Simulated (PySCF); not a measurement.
Compound: C5H9F.
Numbering: `[F:1][CH:2]1[CH2:3][CH2:4][CH2:5][CH2:6]1` (hydrogens: H7 on C2; H8, H9 on C3; H10, H11 on C4; H12, H13 on C5; H14, H15 on C6)

The closed-shell ground state was solved at several levels (PySCF, density fitting, gas phase, non-relativistic). The structure is a single PBE0-D3(BJ)/def2-TZVP conformer in the gas phase; no vibrational or solvent corrections.

```json
{"level": "PBE0/pcSseg-2", "basis functions": "342", "total energy (Eh)": "-295.5773", "HOMO (eV)": "-8.88", "LUMO (eV)": "0.52", "gap (eV)": "9.40", "dipole (D)": "1.90"}
{"level": "wB97X-D/pcSseg-2", "basis functions": "342", "total energy (Eh)": "-295.8213", "HOMO (eV)": "-10.79", "LUMO (eV)": "2.22", "gap (eV)": "13.01", "dipole (D)": "1.92"}
{"level": "B97-2/pcSseg-2", "basis functions": "342", "total energy (Eh)": "-295.8109", "HOMO (eV)": "-8.62", "LUMO (eV)": "0.56", "gap (eV)": "9.18", "dipole (D)": "1.88"}
```

Problem. What might KT3/pcSseg-2 (342 basis functions) give for the same quantities?

Solution. Total energy -300.2962 Eh, HOMO -7.49 eV, LUMO -0.36 eV, gap 7.13 eV, dipole 1.79 D.

Problem. Over all these levels, which gives the widest orbital gap and which the narrowest?

Solution. wB97X-D/pcSseg-2 (range-separated hybrid) has the widest, 13.01 eV, and KT3/pcSseg-2 (GGA) the narrowest, 7.13 eV. From the narrowest to the widest the HOMO moves by -3.30 eV and the LUMO by +2.58 eV.

Problem. In the pcSseg-2 basis, how does the gap go with the fixed share of exact exchange?

Solution. KT3 (0 %) 7.13 eV; B97-2 (21 %) 9.18 eV; PBE0 (25 %) 9.40 eV. Each rise in the share widens the gap here.

Problem. How far do the dipole and the HOMO energy spread over the levels?

Solution. The dipole runs from 1.79 to 1.92 D (mean 1.87 D) and the HOMO from -10.79 to -7.49 eV.

Note: wB97X-D ran without an empirical dispersion term, which enters the total energy and its gradient alone.
